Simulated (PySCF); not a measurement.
A structure optimised at B3LYP-D3(BJ)/def2-TZVP, used in a PySCF frequency run:

```
C
O 1 1.1555
S 1 1.5622 2 180.00
```

Q: Write its SMILES, formula and point group.

A: O=C=S, COS, C∞v

Q: What are its rotational constants (standard atomic weights)?

A: 6.0905 GHz (linear rotor, B only)
